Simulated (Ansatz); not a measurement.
`FCOC(F)F`, relaxed with RKS PBE0-D4/def2-TZVP in Ansatz 0.2.0 from a PBE-D4/def2-SVP geometry. The force threshold is 0.005 eV/Å; the program also tests the step.

Charge 0, multiplicity 1.

Start:

```xyz
9

F     1.561   -0.947   -0.658
C     0.571   -0.069   -1.048
O    -0.624   -0.332   -0.373
C    -0.631    0.028    0.963
F    -1.766   -0.459    1.489
F    -0.647    1.390    1.084
H     0.354   -0.217   -2.126
H     0.928    0.967   -0.848
H     0.254   -0.361    1.518
```

Task: How much energy does the relaxation release, and in how many steps? (Best estimate.)

Result: Ansatz gave: 0.04 eV, in 4 steps.

Task: Which bonds change most? (An estimate is asked.)

Result: Computed: C4–H9 from 1.115 to 1.094 Å; C2–H8 from 1.114 to 1.094 Å; C2–H7 from 1.109 to 1.089 Å; O3–C4 from 1.384 to 1.368 Å.

Task: Give the relaxed structure. (Best estimate.)

Result: The calculation gave: 
```xyz
9

F     1.547   -0.935   -0.660
C     0.563   -0.061   -1.045
O    -0.614   -0.332   -0.366
C    -0.621    0.025    0.955
F    -1.750   -0.452    1.475
F    -0.642    1.373    1.076
H     0.352   -0.216   -2.102
H     0.923    0.952   -0.845
H     0.240   -0.355    1.513
```
